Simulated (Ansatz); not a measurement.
Cost and result for the atomization energy of C$_{2}$H$_{6}$O$_{3}$S, SMILES `COS(=O)OC` (12 atoms, 11 bonds).

```xyz
12

C     1.603    0.559   -0.993
O     0.606   -0.456   -1.047
S    -0.927    0.101   -1.061
O    -1.701   -1.107   -1.189
O    -1.034    0.625    0.460
C    -1.037   -0.363    1.497
H     2.536    0.092   -1.306
H     1.707    0.949    0.022
H     1.368    1.384   -1.673
H    -1.838   -1.084    1.331
H    -0.078   -0.882    1.536
H    -1.206    0.182    2.423
```

The species carries charge 0 and has multiplicity 1. Geometry: relaxed with PBE0-D4/def2-TZVP. It is one conformer, not always the lowest. Program: Ansatz. All runs use 4 threads of an Arm Neoverse V1 on a shared host. Times are those of one run each, without the atoms' runs, and a repeat can differ threefold. Electronic energies, without spin–orbit coupling; frozen cores. CCSD(T)/CBS adds CCSD(T) − MP2 in def2-TZVPP to the MP2 limit, and its time is that of the two runs behind it. T1 = 0.016. HSE06 is the plane-wave form, built on full-range PBE exchange.

CCSD(T)/CBS is a level of theory with its own doubt, some kJ/mol a heavy atom from the limit and from the frozen cores, so smaller differences don't rank the functionals.

```csv
level,functions,wall time
revPBE-D4/def2-TZVPP,281,2.6 s
BLYP-D4/def2-TZVPP,281,2.7 s
PBE0-D4/def2-TZVPP,281,3.9 s
HSE06-D4/def2-TZVPP,281,4.4 s
CAM-B3LYP-D4/def2-TZVPP,281,4.4 s
r2SCAN-D4/def2-TZVPP (with forces),281,6 s
r2SCANh-D4/def2-TZVPP,281,6.5 s
B2PLYP/def2-TZVPP,281,8 s
PBE-QIDH/def2-TZVPP,281,8.5 s
CCSD(T)/def2-SVP,118,13 s
MP2/def2-QZVPP,535,35 s
CCSD(T)/def2-TZVPP,281,7.1 min
CCSD(T)/CBS(def2),–,7.7 min
```

Problem. What atomization energy does each give, and how far from CCSD(T)/CBS? (Estimate.)

Solution. The calculation gave: 
| level | atomization (kcal/mol) | difference from CCSD(T)/CBS | per bond |
| --- | --- | --- | --- |
| revPBE-D4/def2-TZVPP | 1060.8 | 3.4 | 0.3 |
| BLYP-D4/def2-TZVPP | 1063.6 | 6.2 | 0.6 |
| PBE0-D4/def2-TZVPP | 1056.8 | -0.6 | -0.1 |
| HSE06-D4/def2-TZVPP | 1058.0 | 0.6 | 0.1 |
| CAM-B3LYP-D4/def2-TZVPP | 1059.3 | 1.9 | 0.2 |
| r2SCAN-D4/def2-TZVPP (with forces) | 1063.4 | 6.0 | 0.5 |
| r2SCANh-D4/def2-TZVPP | 1050.7 | -6.7 | -0.6 |
| B2PLYP/def2-TZVPP | 1042.4 | -15.0 | -1.4 |
| PBE-QIDH/def2-TZVPP | 1043.0 | -14.4 | -1.3 |
| CCSD(T)/def2-SVP | 959.7 | -97.7 | -8.9 |
| MP2/def2-QZVPP | 1074.0 | 16.6 | 1.5 |
| CCSD(T)/def2-TZVPP | 1021.9 | -35.5 | -3.2 |
| CCSD(T)/CBS(def2) | 1057.4 | 0.0 | 0.0 |

From BLYP to BHLYP (50 % exact exchange), in def2-TZVPP and without D4, the atomization energy moves by −56.1 kcal/mol: exact exchange takes away binding that semilocal exchange gives to molecules. The D4 term adds +9.7 kcal/mol with B3LYP and +5.1 kcal/mol with PBE0; it sums over pairs of atoms, weighted by their polarisabilities, and B3LYP, whose exchange is more repulsive, gets the larger term. At CCSD(T), def2-SVP lies −97.8 kcal/mol from the extrapolated value and def2-TZVPP −35.5 kcal/mol: correlation converges slowly with the basis, and small sets miss more of it in the bonded molecule than in its fragments.

B3LYP here is the variant with VWN-RPA as its local correlation; programs differ in this.
